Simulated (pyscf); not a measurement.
Thermochemistry of product channels of H₂P–InH₂ + SiH₄ on the singlet surface, in kJ/mol, from ωB97M-D3(BJ)/def2-TZVP energies (ideal gas, 1 atm, RRHO with modes under 100 cm⁻¹ raised to 100, one conformer, R ln 2 for chiral ones without a mode under 150 cm⁻¹). Single points on ωB97X-D3(BJ)/def2-SVP structures (PySCF, gas phase).

| products | ΔE | ΔH(298 K) | ΔG(600 K) | ΔG(900 K) |
|---|---|---|---|---|
| H₃Si–InH–PH₂ + H₂ | -3.9 | -5.5 | -0.6 | (withheld) |
| H₃Si–PH–InH₂ + H₂ | -4.0 | -8.5 | +0.8 | +1.8 |

### Question
Complete the blanks.

### Answer

- H₃Si–InH–PH₂ + H₂, ΔG(900 K): -1.9

These are energies of the channels, which say nothing of barriers. Elements past Kr carry the def2 core potentials, without spin-orbit coupling.
